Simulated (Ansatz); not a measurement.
A calculation with Ansatz (development build ahead of 0.2.0).

```yaml
crystal:
  periodic: [false, false, false]
  atoms:
    - { symbol: Si, position_ang: [0.0, 0.0, -1.0018] }
    - { symbol: P, position_ang: [0.0, 0.0, 1.0018] }
basis:
  gaussian: { orbitals: def2-SVP }
total_charge: -1
magnetization:
  spin_polarized: true
hamiltonian:
  xc: hf
correlation:
  method: mp2
  frozen_orbitals: { P: 5, Si: 5 }
```

The input is written out in the form of the current development build from the run's settings.

The run gave:

```
Converged                                                          : yes
Reference energy                                                   : -629.45426 hartree
Correlation energy                                                 : -0.17466 hartree
Total energy                                                       : -629.62892 hartree
Spin squared of the determinant                                    : 0.586
Stability test                                                     : minimum
Occupied orbitals by symmetry in an Abelian subgroup (alpha; beta) : 9 A1 3 B1 3 B2; 9 A1 3 B1 3 B2
```

Messages of the program:
```
mean field -17128.32306811 eV, -629.4542627588 hartree, gradient 3.6e-6 eV, S^2 0.585950; 7 other ends of a descent, 0 dependent functions left out
```

Caution: no diffuse functions for an anion; the unrestricted determinant is spin contaminated; a plain start can end on a higher determinant.
